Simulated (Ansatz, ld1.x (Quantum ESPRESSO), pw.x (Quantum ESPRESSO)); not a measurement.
pw.x on fcc Al: one setting changed

Potential: norm-conserving Troullier–Martins (Kleinman–Bylander form), ld1.x (Quantum ESPRESSO) 7.5, PBE; core [Ne], reference 3s1.75 3p1.25; waves: 3s (bound): rc 2.20 bohr; 3p (bound): rc 2.25 bohr; 3d channel at -0.2 Ry: rc 2.10 bohr; local part: the d channel; core correction: Bessel-smoothed model core inside 1.85 bohr.

The reference run (k-mesh 14³, cutoffs 50/200 Ry, Fermi–Dirac 0.01 Ry, mixing_beta 0.4, conv_thr 1e-9, no spin) gives -0.96 GPa at 16.527 Å³/atom, where all-electron LAPW gives -0.17 GPa. This run, with its own iteration cap, changes k-mesh shift to 1.

```
&control
  calculation='scf', prefix='x', pseudo_dir='./', outdir='./tmp', tstress=.true., disk_io='none'
/
&system
  ibrav=0, nat=1, ntyp=1, ecutwfc=50, ecutrho=200, nbnd=8,
  occupations='smearing', smearing='fd', degauss=0.01
/
&electrons
  conv_thr=1e-09, mixing_beta=0.4, electron_maxstep=60
/
ATOMIC_SPECIES
Al 1.0 Al.UPF
CELL_PARAMETERS angstrom
  0.00000000 2.02172157 2.02172157
  2.02172157 0.00000000 2.02172157
  2.02172157 2.02172157 0.00000000
ATOMIC_POSITIONS crystal
Al 0.0000 0.0000 0.0000
K_POINTS automatic
14 14 14 1 1 1
```

```bash
pw.x < Al.scf.in > Al.scf.out
```

**Question.** How does the run end?

**Answer.** It converges in 6 iterations; the free energy moves by -4.6 meV/atom and the pressure by +0.10 GPa.

```
Message from routine setup:
     using ibrav=0 with symmetry is DISCOURAGED, use correct ibrav instead
     lattice parameter (alat)  =       5.4030  a.u.
     unit-cell volume          =     111.5297 (a.u.)^3
     number of electrons       =         3.00
     number of Kohn-Sham states=            8
     kinetic-energy cutoff     =      50.0000  Ry
     charge density cutoff     =     200.0000  Ry
     scf convergence threshold =      1.0E-09
     Exchange-correlation= PBE
     number of k points=   280  Fermi-Dirac smearing, width (Ry)=  0.0100
     iteration #  1     ecut=    50.00 Ry     beta= 0.40
     total energy              =      -4.89899283 Ry
     estimated scf accuracy    <       0.00533485 Ry
     iteration #  2     ecut=    50.00 Ry     beta= 0.40
     total energy              =      -4.89832647 Ry
     estimated scf accuracy    <       0.00173396 Ry
     iteration #  3     ecut=    50.00 Ry     beta= 0.40
     total energy              =      -4.89838414 Ry
     estimated scf accuracy    <       0.00000288 Ry
     iteration #  4     ecut=    50.00 Ry     beta= 0.40
     total energy              =      -4.89838713 Ry
     estimated scf accuracy    <       0.00000006 Ry
     iteration #  5     ecut=    50.00 Ry     beta= 0.40
     total energy              =      -4.89838713 Ry
     estimated scf accuracy    <       0.00000001 Ry
     iteration #  6     ecut=    50.00 Ry     beta= 0.40
     the Fermi energy is     7.9015 ev
!    total energy              =      -4.89838713 Ry
     estimated scf accuracy    <          1.6E-10 Ry
     smearing contrib. (-TS)   =      -0.00191536 Ry
     The total energy is F=E-TS. E is the sum of the following terms:
     one-electron contribution =       2.92059746 Ry
     hartree contribution      =       0.00766060 Ry
     xc contribution           =      -2.42442118 Ry
     ewald contribution        =      -5.40030864 Ry
     convergence has been achieved in   6 iterations
          total   stress  (Ry/bohr**3)                   (kbar)     P=       -8.59
     Message from routine punch:
     Nothing written, as per user request (disk_io='none')
```

The run took about 13 s on one core of a shared host (Neoverse-V1, 32 threads, 247 GiB, load 32).
